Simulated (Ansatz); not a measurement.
Born–Oppenheimer molecular dynamics of BClFH₃ (6 atoms, charge 0, multiplicity 1). It starts at the highest image of a converged band. Of that band: Neighbouring images differ by up to 1.6 eV, so the band resolves the path poorly. A vibrational analysis at the climbing image gives one clearly imaginary mode, 1396i cm⁻¹: a first-order saddle point.

Theory: RHF/def2-SVP in Ansatz.

| Item | Value |
| --- | --- |
| ensemble | NVE (velocity Verlet) |
| time step | 0.5 fs |
| steps asked | 200 |
| starting velocities drawn for | 100 K |
| seed | 8127 |

First frame:

```xyz
6
Properties=species:S:1:pos:R:3
B 0.037 0.169 0.084
H 0.036 -0.192 1.348
F 1.208 -0.047 -0.476
H -1.004 -0.068 -0.431
Cl -0.060 2.226 0.708
H 0.033 0.834 1.391
```

**Question.** How far do the bonds stretch over the last three quarters of this one trajectory? (Pairs bonded in most of those frames.)

**Answer.** 
```json
{"bond": "B1–F3", "mean (Å)": "1.313", "spread (Å)": "0.056", "shortest": "1.22", "longest": "1.40"}
{"bond": "B1–H4", "mean (Å)": "1.195", "spread (Å)": "0.028", "shortest": "1.15", "longest": "1.25"}
{"bond": "B1–Cl5", "mean (Å)": "1.780", "spread (Å)": "0.113", "shortest": "1.60", "longest": "1.92"}
{"bond": "H2–H6", "mean (Å)": "0.752", "spread (Å)": "0.027", "shortest": "0.71", "longest": "0.79"}
```

Mean temperature of the second half: 3378 K. The conserved energy stayed within 0.31 meV per atom of its start (net change -0.22 meV per atom), so the integration is sound. The kinetic energy rose, since the run started high on the potential surface and went downhill. It ends in pieces (BClFH + H2), so much of that is their flight and rotation, not heat. A run of 0.1 ps of so small a system gives no equilibrium averages. The orbitals stay closed-shell, which can raise the energy where a bond breaks towards radicals; this wasn't checked here.

Time of the run: 85 s on 1 thread of Arm Neoverse V2 (shared host), peak memory 0.094 GiB.
